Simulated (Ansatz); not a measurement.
C2H6, singlet: CASSCF and its corrections

Program: Ansatz, Gaussian basis, development build; NEVPT3, NEVPT4(SD), MRCISD by development code. Basis aug-cc-pVTZ, nonrelativistic, 2 orbitals frozen in the corrections. State-specific CASSCF; RHF is the lowest restricted (open-shell) Hartree–Fock solution met. Letters tell apart solutions met in one space. On stretched bonds single-reference methods can fail or change state. Solutions may break the symmetry of the shape. Lower solutions, or ones in other orbitals, may exist.

Geometry:

```xyz
8

C     0.0000    0.0000    1.1433
C     0.0000    0.0000   -1.1433
H     0.0000    1.0190    1.5383
H    -0.8824   -0.5095    1.5383
H     0.8824   -0.5095    1.5383
H     0.0000   -1.0190   -1.5383
H    -0.8824    0.5095   -1.5383
H     0.8824    0.5095   -1.5383
```

CASSCF less RHF, in eV, and natural occupations:

```json
{"CAS": "(2,2) a", "CASSCF": "-1.182", "occupations": "1.86, 0.14"}
{"CAS": "(2,2) b", "CASSCF": "-0.441", "occupations": "1.98, 0.02"}
```

Q: What totals less RHF do the corrections give on each solution?

A: 

| CAS | SC-NEVPT2 | FIC-NEVPT2 | NEVPT3 | NEVPT4(SD) | MRCISD |
| --- | --- | --- | --- | --- | --- |
| (2,2) a | -10.542 | -10.545 | -11.418 | -11.731 | -10.602 |
| (2,2) b | -10.374 | -10.376 | -11.186 | -11.634 | -10.284 |

Q: In CAS(2,2), is the solution lowest in CASSCF also lowest after SC-NEVPT2?

A: Yes: (2,2) a stays lowest, 0.17 eV under the next.

Q: How do single-reference totals in the same basis and frozen core stand against SC-NEVPT2 in CAS(2,2) a?

A: CCSD(T) -1.333 eV. Coupled cluster stands on the determinant that it favours, which can lie over the RHF solution above, and is in doubt where the occupations are far from 0, 1 and 2.

Q: Roughly how much CPU time does a whole run from the default start take (median of such runs, summed over threads; nearly all runs on one pinned thread of a shared server, mostly Xeon at 2.3 to 2.6 GHz, by a development driver)?

A: CAS(2,2) a: about 23 s. Other jobs ran beside these, and the count of passes differs.
